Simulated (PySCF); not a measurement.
Cl4Si, SMILES Cl[Si](Cl)(Cl)Cl (connectivity only; charge and spin as stated), charge -1, multiplicity 2. Atoms are numbered in the order given.

```xyz
5

Cl    -1.6713     0.0000     0.9790
Si     0.0000     0.0000    -0.3537
Cl     1.6713     0.0000     0.9790
Cl     0.0000    -2.2220    -0.8334
Cl     0.0000     2.2220    -0.8334
```
Charge -1, spin multiplicity 2.

Coordinates come from a PBE0-D3(BJ)/def2-SVPD optimisation. The multiplicity is an assumed one; other spin states were not compared. The isomer is the one that the SMILES or the coordinates give; other isomers of the formula were not compared.

The numbers are results of PySCF with r2SCAN/def2-SVPD, not measurements.

Mulliken values depend strongly on the basis, most of all with diffuse functions as here. ESP charges are fitted to the potential on shells at 1.4 to 2.0 van der Waals radii. Atomic charges (e):

```tsv
atom	ESP fit	meta-Löwdin	Mulliken	Mulliken spin
Cl1	-0.23	…	-0.59	0.01
Si2	0.26	…	1.49	0.76
Cl3	-0.23	…	-0.59	0.01
Cl4	-0.40	…	-0.66	0.11
Cl5	-0.40	…	-0.66	0.11
```

Q: Complete the blanks. (The exact figures need the calculation; the answer reports its results.)

A: 
- Cl1, meta-Löwdin: -0.36
- Si2, meta-Löwdin: 0.66
- Cl3, meta-Löwdin: -0.36
- Cl4, meta-Löwdin: -0.46
- Cl5, meta-Löwdin: -0.46
